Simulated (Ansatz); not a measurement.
# N2O: ionisation energy by level of theory

The task here is to estimate one member of a computed series from the others.

Method: unrestricted cation, the program's frozen cores in correlated methods; program: Ansatz 0.2.0, Gaussian basis.

The runs, in order: UKS PBE-D4/def2-TZVPP; UKS r2SCAN-D4/def2-TZVPP; UKS PBE0-D4/def2-TZVPP; UKS B3LYP-D4/def2-TZVPP; UKS wB97X-V/def2-TZVPP; UKS wB97M-V/def2-TZVPP; UKS B2PLYP/def2-TZVPP; UHF-CCSD(T)/def2-TZVPP; UHF-CCSD(T)/def2-QZVPP; extrapolation to the limit; then −ε(HOMO) from the neutral's earlier runs with LDA (SPW92), PBE-D4, revPBE-D4, BLYP-D4, r2SCAN-D4, B97M-V, PBE0-D4, B3LYP-D4, r2SCANh-D4, r2SCAN0-D4, HSE06-D4, BHLYP-D4, CAM-B3LYP-D4, LC-ωPBE, ωB97X-V, ωB97M-V.

## The relaxed structure

All runs share one geometry, relaxed beforehand with PBE0-D4 in a triple-zeta def2 set.

SMILES `N#[N+][O-]`, 3 atoms, charge 0, spin multiplicity 1.

Atoms are counted from 1 here; the program's logs count them from 0.

Bond lengths: N1–N2 1.118 Å, N2–O3 1.174 Å. Angles: N1–N2–O3 180.0°.

Set-up of the first run:

in.yaml reads:

```yaml
crystal:
  periodic: [false, false, false]
  atoms:
    - {symbol: N, position_ang: [-0.511673, 1.001271, -0.167931]}
    - {symbol: N, position_ang: [-0.008437, 0.016545, -0.002767]}
    - {symbol: O, position_ang: [0.520110, -1.017806, 0.170688]}
basis:
  gaussian: {orbitals: def2-TZVPP}
total_charge: 1
magnetization: {spin_polarized: true, initial_magnetization: 1}
hamiltonian: {xc: pbe, dispersion: d4}
```

Launch:

```
> ansatz run in.yaml --threads 2 --pin off --events-out ev --progress --plain --max-ram 32768MiB --backend cpu
```

Among the steps run: Cation, UKS PBE-D4/def2-TZVPP; Cation, UKS r2SCAN-D4/def2-TZVPP; Cation, UKS PBE0-D4/def2-TZVPP; Cation, UKS B3LYP-D4/def2-TZVPP; Cation, UKS wB97X-V/def2-TZVPP; Cation, UKS wB97M-V/def2-TZVPP; Cation, UKS B2PLYP (frozen core)/def2-TZVPP; Cation, UHF-CCSD(T)/def2-TZVPP; Cation, UHF-CCSD(T)/def2-QZVPP.

One of the session's tables, all rows but one given; the rest of the session is left out.

Orbital estimates, from the neutral's runs:

| functional | −ε(HOMO) (eV) |
| --- | --- |
| LDA (SPW92) | 8.59 |
| PBE-D4 | 8.34 |
| revPBE-D4 | ? |
| BLYP-D4 | 8.24 |
| r2SCAN-D4 | 8.67 |
| B97M-V | 8.66 |
| PBE0-D4 | 9.82 |
| B3LYP-D4 | 9.59 |
| r2SCANh-D4 | 9.22 |
| r2SCAN0-D4 | 10.06 |
| HSE06-D4 | 9.41 |
| BHLYP-D4 | 11.22 |
| CAM-B3LYP-D4 | 11.24 |
| LC-ωPBE | 12.53 |
| ωB97X-V | 12.16 |
| ωB97M-V | 12.07 |

Estimate the missing values for revPBE-D4.

As computed: −ε(HOMO) (eV): 8.26. In the column «−ε(HOMO) (eV)» it lies between BLYP-D4 (8.24) and PBE-D4 (8.34).
